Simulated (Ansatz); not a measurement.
Results of r²SCAN+SOC in Ansatz (plane waves, PAW) for hcp Hf.

Run with plane-wave cutoff 560 eV, 18×18×12 k mesh (along the axes of the cell as run), Fermi–Dirac smearing 0.05 eV, PAW data made under PBE.

A third-order Birch–Murnaghan fit to the energies gives V0 = 22.297 Å³/atom, B0 = 110 GPa, B′ = 3.2.

```
V (Å³/atom)  P (GPa)
-----------  -------
21.406           [?]
21.852          2.30
22.298         -0.01
22.744         -2.12
23.190           [?]
```

### Question
Estimate the withheld pressures from this fit; the answers are the runs' own values.

### Answer

- 21.406, P (GPa): 4.81
- 23.190, P (GPa): -4.07

The formula P = (3/2) B0 (x^(7/3) − x^(5/3)) [1 + (3/4)(B′ − 4)(x^(2/3) − 1)] with x = V0/V meets the computed pressures within 0.03 GPa when these rounded values are put in.

Shape and atoms are relaxed at each volume.

Measured, for comparison: bulk modulus 110 GPa (zero-point energy and finite temperature contributions removed; as tabulated in doi:10.1021/acs.jctc.3c00612). Computed (rounded) less measured: bulk modulus 0.0 %.

Note: the bulk modulus comes from volumes at which shape and atoms were relaxed.

The computed numbers hold no vibrational or temperature effects.

Computing time: roughly 90 core-minutes.

Ansatz is a quantum-chemistry and plane-wave program.
